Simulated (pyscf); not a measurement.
Structures and frequencies: ωB97X-D3(BJ)/def2-SVP in PySCF. Correlated levels are frozen-core, on RHF or UHF. ΔMP2 is the change of the MP2 total energy from the triple- to the quadruple-zeta basis.

**Question.** For HC≡C–CH₃ (SMILES C#CC) + NH₃ (SMILES N) → H₂C=C=CH₂ (SMILES C=C=C) + NH₃ (SMILES N), a concerted two-bond exchange (singlet surface; C–H, H–N broken, C–H, H–N formed), PBE/def2-TZVP gives ΔE‡ = 34.2 kcal/mol and ΔE = -3.2 kcal/mol (zero: the separated reactants). In which direction and how far do B3LYP-D3(BJ)/def2-TZVP, M06-2X/def2-TZVP, CCSD(T)/def2-TZVPP + ΔMP2(QZVPP) move these?

**Answer.** B3LYP-D3(BJ): ΔE‡ = 40.5 kcal/mol, ΔE = -2.1 kcal/mol; M06-2X: ΔE‡ = 44.0 kcal/mol, ΔE = +0.5 kcal/mol; CCSD(T): ΔE‡ = 46.8 kcal/mol, ΔE = +1.3 kcal/mol. PBE's barrier lies under all of them, by 6.3 to 12.6 kcal/mol. Its reaction energy lies under all of them, by 1.1 to 4.5 kcal/mol. Low barriers are usual for a GGA, whose delocalisation error favours stretched bonds. One saddle was located; it need not be the lowest between these sides. The CCSD(T) − MP2 part came from Ansatz, without density fitting, on the same reference.
